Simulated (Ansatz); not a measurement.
# Copper, fcc under RPBE: ground state and equation of state

What does RPBE give for copper in the fcc structure? We relax it, solve it on a dense k-mesh, switch on spin-orbit coupling, then scale the cell to 7 volumes from 88 to 112 % of the relaxed one and try a fit of the equation of state. The k-meshes are 15×15×15 for the relaxation; 24×24×24 for the dense run; 15×15×15 for spin-orbit coupling; 24×24×24 for the volumes. The starting cell is the deposited one, from the Crystallography Open Database.

Computed with Ansatz 0.2.0 (DFT RPBE, plane waves (420 eV) with PAW, scalar-relativistic; the PAW data stem from PBE, with regenerated cores, unless a step says otherwise).

## 1. The starting structure

It takes space group Fm-3m (No. 225, cubic). The conventional cell has a = 3.615 Å, b = 3.615 Å, c = 3.615 Å, α = 90.00°, β = 90.00°, γ = 90.00°. Cu (site symmetry m-3m) is surrounded by 12 Cu at 2.56 Å.

Structure file:

```cif
data_structure
_symmetry_space_group_name_H-M 'P 1'
_symmetry_Int_Tables_number 1
_cell_length_a 2.5562
_cell_length_b 2.5562
_cell_length_c 2.5562
_cell_angle_alpha 60.000
_cell_angle_beta 60.000
_cell_angle_gamma 60.000
_cell_volume 11.81
loop_
_atom_site_label
_atom_site_type_symbol
_atom_site_fract_x
_atom_site_fract_y
_atom_site_fract_z
_atom_site_occupancy
Cu1 Cu 0.00000 0.00000 0.00000 1
```

## 2. Relaxation of the cell

Contents of input.yaml:

```yaml
crystal:
  lattice:
    - [0.0, 1.80748, 1.80748]
    - [1.80748, 0.0, 1.80748]
    - [1.80748, 1.80748, 0.0]
  atoms:
    - { symbol: Cu, position: [0.0, 0.0, 0.0] }
hamiltonian:
  xc: rpbe
  pseudopotentials:
    kind: paw
    azcp:
      Cu: "pseudopotentials/Cu.paw.azcp"
basis:
  ecutwfc: 420
  fft_grid_basis: typed
kpoints:
  mp_grid: { grid: [15, 15, 15], shift: [0, 0, 0] }
magnetization:
  spin_polarized: false
scf:
  occupations: { method: fermi_dirac, width: 0.1 }
relax:
  max_steps: 60
  f_tol: 0.01
  cell: {}
```

Further steps of the session: Dense single point; With spin-orbit coupling; Volume × 0.88; Volume × 0.92; Volume × 0.96; Volume × 1.0; Volume × 1.04; Volume × 1.08; Volume × 1.12.

Before running it: what results should come out? Wanted: space group; conventional cell; volume; shortest distance; gap on the mesh; V₀, B₀, B₀′.

As calculated:

| quantity | value |
| --- | --- |
| space group (spins left aside) | Fm-3m (No. 225) |
| conventional cell | a = 3.673 Å |
| volume | 12.383 Å³/atom |
| shortest distance | 2.597 Å |
| against the deposited volume | +4.9 % (11.810 Å³/atom) |
| gap on the mesh | none (levels filled in part) |
| V₀, B₀, B₀′ | 12.388 Å³/atom, 124 GPa, 5.1 |

What this shows: Against experiment, RPBE misses the volume by +4.9 %. Cells that are too large are usual for this functional. Zero-point motion and any thermal expansion in the deposited cell, which the calculation lacks, would widen the miss. No gap shows: it is a metal or semimetal at this level. Totals with and without spin-orbit coupling (-0.37 eV/atom apart) can't be read as binding, since the two-component data shift the zero of energy. B₀ comes out at 124 GPa.
